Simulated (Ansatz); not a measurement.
How far each method lies from UCCSDT(Q) for [SiH3···H···SiH3], doublet

Geometry: a point of a hydrogen-transfer path between rigid fragments, not a stationary point.

```
atom    x (Å)    y (Å)    z (Å)
  Si  -1.6428   0.0000   0.0000
   H  -2.1376   1.3997   0.0000
   H  -2.1376  -0.6999   1.2122
   H  -2.1376  -0.6999  -1.2122
   H  -0.1581   0.0000   0.0000
  Si   1.6522   0.0000   0.0000
   H   2.1022  -1.4163   0.0000
   H   2.1022   0.7081  -1.2265
   H   2.1022   0.7081   1.2265
```

Basis cc-pVDZ; Ansatz 0.2.0. Correlated methods freeze the noble-gas cores, which leaves 15 electrons in 61 orbitals. R marks a restricted (for open shells ROHF) determinant, U an unrestricted one. Active spaces: pair = (3e, 3o) about the gap; frontier = (9e, 9o) about the gap.

Full CI isn't at hand for all of this; UCCSDT(Q) serves as the reference, and is uncertain by about the last step of the cluster series. The frozen core follows each run's orbitals, which can shift R against U totals by a few meV.

For open shells CISD is restricted-active-space CI with the open shells as a complete middle space.

```
UHF ⟨S²⟩                          : 0.763
T1 diagnostic (RCCSD)             : 0.0164
largest doubles amplitude (RCCSD) : 0.023
T1 diagnostic (UCCSD)             : 0.0129
```

```tsv
level	E − E(RHF) (eV)
UHF	-0.1014
RMP2	-6.2081
UMP2	-6.1969
RCCSD	-7.7516
UCCSD	-7.7533
RCCSD(T)	-7.9157
UCCSD(T)	-7.9152
```

Task: Estimate how far UCCSDT(Q) in cc-pVDZ lies from RCCSD(T). The table doesn't fix it; the size of (T) and the diagnostics are the guide.

Result: UCCSDT(Q) in cc-pVDZ lies 4.0 kJ/mol below RCCSD(T), which is 25 % of the (T) step (-15.8 kJ/mol). The diagnostics give no warning, yet the rest is a sizeable part of (T).

The other levels:

| level | E − E(UCCSDT(Q)) (kJ/mol) | share of correlation (%) | wall time |
| --- | --- | --- | --- |
| CISD | 97.1 | 87.35 | 11 s |
| BCCD(T) | 4.0 | 99.48 | 4 s |
| RCCSDT | 0.5 | 99.93 | – |
| UCCSDT | 0.5 | 99.94 | – |
| RCCSDT(Q) | 0.0 | 99.99 | 11 s (H100) |
| CASSCF (frontier space) | 615.4 | 19.84 | – |
| NEVPT2 (frontier space) | 165.0 | 78.51 | 6 s (H100) |
| MRCISD (frontier space) | 65.9 | 91.42 | – |
| MRCISD+Q (frontier space) | 7.0 | 99.09 | 7.5 s (H100) |

The correlation energy at UCCSDT(Q), counted from RHF, is -7.957 eV. That run took 9 s on 2 threads of AMD EPYC 7R13 with a shared H100 80 GB, shared host.

Run but not shown, since their state or frozen core can't be matched to the reference's or they repeat it: CASSCF (pair space), NEVPT2 (pair space), MRCISD (pair space), MRCISD+Q (pair space).

Times hold each run's SCF and search for its determinant on a shared host, so for small cases they say little of a method's own cost; rows without a card ran on 1 thread of AMD EPYC 7R13.
